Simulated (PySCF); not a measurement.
difluoromethane cation (CH₂F₂), SMILES FCF (connectivity only; charge and spin as stated), charge +1, multiplicity 2. Atoms are numbered in the order given.

```xyz
5

F     -1.0869     0.0000     0.2725
C      0.0000     0.0000    -0.4053
F      1.0869     0.0000     0.2725
H      0.0000    -0.8244    -1.2363
H      0.0000     0.8244    -1.2363
```
Charge +1, spin multiplicity 2.

The structure is a stationary point at B3LYP-D3(BJ)/def2-TZVP. The spin state was assumed, not searched.

The numbers are results of SMD-M06-2X/6-31G* (PySCF), not measurements.

Solvation free energies are E(SMD) − E(gas) at the gas-phase geometry, for 1 M in both phases.

**Question.** Rank water, dimethylsulfoxide, n-hexane by solvation free energy, most negative first.

**Answer.** dimethylsulfoxide (-83.7 kcal/mol), water (-83.1 kcal/mol), n-hexane (-38.8 kcal/mol)
